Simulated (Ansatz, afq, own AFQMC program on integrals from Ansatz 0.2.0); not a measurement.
## Where AFQMC and coupled cluster stand for CH$_{2}$Al⁺, singlet

```xyz
4

Al    0.0000   -0.1078    0.5675
C     0.0000    0.1965   -1.2432
H     0.0000    0.8566    1.8248
H     0.0000   -0.3133   -2.2039
```

Connectivity, by distances: AlH–CH.

Basis cc-pVDZ. Noble-gas cores (and the filled d shells of Ga–Kr and In–Xe) are frozen. Integrals, coupled cluster, full CI and functionals: Ansatz 0.2.0; the random walks run on the same integrals in our own AFQMC program. ph-AFQMC/CISD is guided by a CISD state made of CCSD amplitudes; releasing the constraint for a short imaginary time cuts its bias at the price of noise, slowly where states lie close. ± is one standard error of the sampling.

Determinant: RHF, the one that the program's search chose, which needn't be the lowest solution. The geometry is a PBE0/def2-TZVP stationary point of this or a neighbouring charge and spin state.

No full CI on the walks' own integrals is used here; CCSDT(Q) serves as the reference and is uncertain by about the last step of the cluster series.

Cautions: higher spins were not checked; restricted determinant unstable towards unrestricted (UHF 1.06 eV lower, ⟨S²⟩ 0.99); raised T1 diagnostic (T1 0.025, weight of the determinant 0.87, largest double 0.13); the ph-AFQMC/CISD walk drifts between its halves (2.6 errors); CCSDT(Q) on the UHF determinant differs (888 meV lower), perhaps since the unrestricted series falls towards higher spin.

The T1 diagnostic is 0.0249, the weight of the determinant in the CISD state is 0.866 and the size of the correlated space is 8 electrons in 36 orbitals.

Reference: CCSDT(Q), correlation energy -5.193 eV. The released energy is read at 2.40 1/Eh (meV from the phaseless value at times in 1/Eh: -2 ± 17 at 0.24, -1 ± 17 at 0.51, -32 ± 12 at 0.99, -18 ± 12 at 1.62, 0 ± 18 at 2.40).

| level | E − E(reference) (meV) | share of correlation (%) |
| --- | --- | --- |
| HF | 5192.7 | 0.00 |
| MP2 | 1224.1 | 76.43 |
| CCSD | 238.7 | 95.40 |
| CCSD(T) | 73.5 | 98.59 |
| CCSDT | 20.2 | 99.61 |
| ph-AFQMC/CISD | 33.1 ± 12.8 | 99.36 |
| released AFQMC | 32.8 ± 17.6 | 99.37 |

A walk keeps the symmetry of its determinant, which the program's search chose and which needn't be the lowest solution, so a lower state of the same spin and another symmetry isn't excluded. Released energies are given only where the last usable release times agree within the noise; a slower fall can still hide under it.
